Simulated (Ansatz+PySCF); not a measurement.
The numbers below are computed, except where a source is named.
**Several solutions for singlet OH(-)**

```json
{"atom": "O", "x (Å)": "0.0000", "y (Å)": "0.0000", "z (Å)": "-0.1090"}
{"atom": "H", "x (Å)": "0.0000", "y (Å)": "0.0000", "z (Å)": "0.8717"}
```

Basis set: def2-SVP (spherical functions). Charge -1, multiplicity 1.

CASSCF(2,2) was run from several starts with Ansatz (development build ahead of 0.2.0) and PySCF 2.14.0. The starts are those of the Hartree–Fock orbitals from which the active space was taken at the frontier.

| run | program | start | converged | energy (hartree) | <S²> |
| --- | --- | --- | --- | --- | --- |
| A | Ansatz | stability test followed | yes | -75.29056 | 0.00 |
| B | Ansatz | search for the lowest state | yes | -75.29056 | 0.00 |
| C | PySCF | program defaults | yes | -75.27172 | 0.00 |
| D | Ansatz | atomic start, no search | yes | -75.29056 | 0.00 |

Task: Which runs reached the lowest solution of this kind, and what is wrong with the others?

Result: A, B, D reached the lowest solution found. Converged but too high: C by 0.51 eV. Convergence only shows a stationary point; in CASSCF the end hangs on which orbitals enter the active space. Caution: no diffuse functions for an anion. Caution: other starts end on other solutions of this active space.
